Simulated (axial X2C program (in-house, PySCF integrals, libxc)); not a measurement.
Estimating the spin–orbit splitting of the π levels of NaCl

Calculated with an axial X2C code built on PySCF integrals. Spin-free means the one-electron spin-free X2C Hamiltonian; two-component (2c) means X2C with spin–orbit coupling and atomic mean-field two-electron Coulomb and Gaunt terms, so the difference of the two also holds small scalar two-electron terms. Basis: Cl dyall-av3z [9s8p3d2f], Na dyall-cv3z [9s8p5d2f] (cores contracted in-house); Gaussian nuclei, density fitting, unrestricted open shells. Masses: Cl 34.969 u, Na 22.990 u.

Hartree–Fock at 2.372 Å, closed shell. Valence p splittings ε(p3/2) − ε(p1/2) of spherical Dirac–Hartree–Fock atoms with fractionally filled p shells: Cl 3p 0.140 eV.

```csv
"filled π level (eV), spin-free",Cl p share,Na p share
-9.61,0.95,0.02
```

(1) In first order a p shell splits by 3ζ/2 and a π orbital by ζ. Estimate the splitting of each π level from the shares.

The two-component Hartree–Fock calculation gives:

| ε(ω = 1/2) (eV) | σ share of it | ε(ω = 3/2) (eV) | splitting (eV) | estimate (eV) |
| --- | --- | --- | --- | --- |
| -9.647 | 0.02 | -9.567 | 0.08 | 0.09 |

The estimate leaves out the mixing of π1/2 with σ1/2 levels, which pushes the ω = 1/2 spinor up or down, the d and f parts of the orbital, small shares of the strongly split outer-core p shell of a metal, the Gaunt term (absent from the atomic values), and the change of the atomic p orbitals with charge; Löwdin shares depend on the basis.

Answers

(1) level -9.61 eV: (2/3) × (0.95 × 0.140) = 0.09 eV.
